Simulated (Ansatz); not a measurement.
# BSiPH (quartet): relaxing a cheap start

Aim: relax a generated start of BSiPH (quartet) and see which bonds hold.

Computed with Ansatz 0.2.0, Gaussian basis. Level: UKS PBE0/def2-TZVP.

## Step 1: The system as given

4 atoms, charge 0, spin multiplicity 4.

Atoms are counted from 1 here; the program's logs count them from 0.

Bond lengths: B1–Si2 1.874 Å, B1–P3 1.784 Å, Si2–H4 1.484 Å. Angles: Si2–B1–P3 98.2°, B1–Si2–H4 149.6°.

Geometry (Å):

```tsv
atom	x (Å)	y (Å)	z (Å)
B1	-0.7572	-0.7037	-0.0081
Si2	-0.8250	1.1693	0.0089
P3	1.0163	-0.8952	-0.0060
H4	-0.1209	2.4752	0.0224
```

The start was built by rule and, where that kept it together, relaxed with GFN2-xTB. Sticks and bond lists go by distance. 

## Step 2: The run

File in.yaml:

```yaml
crystal:
  periodic: [false, false, false]
  atoms:
    - {symbol: B, position_ang: [-0.757186, -0.703745, -0.008141]}
    - {symbol: Si, position_ang: [-0.824971, 1.169328, 0.008899]}
    - {symbol: P, position_ang: [1.016263, -0.895203, -0.005958]}
    - {symbol: H, position_ang: [-0.120876, 2.475152, 0.022447]}
basis:
  gaussian: {orbitals: def2-TZVP}
magnetization: {spin_polarized: true, initial_magnetization: 3}
hamiltonian: {xc: pbe0}
relax: {f_tol: 0.004, max_steps: 80}
```

The run is started by

```bash
$ ansatz run in.yaml --threads 1 --pin off --events-out ev --progress --plain --max-ram 2176MiB
```

**Question.** What will these runs give? Wanted: energy gained; shift from the start; total energy; dipole moment; ⟨S²⟩.

The runs gave:

| quantity | value |
| --- | --- |
| steps | 13 |
| energy gained | 1.348 eV |
| shift from the start (rms) | 0.685 Å |
| total energy | -17846.9999 eV |
| dipole moment | 1.49 D |
| ⟨S²⟩ | 3.790 |

What this shows: The bonds of the start are those of the end. B1–Si2 went from 1.874 to 1.909 Å. No vibrations were run, so this is a stationary point, not a proven minimum, and this spin need not be the ground state's.
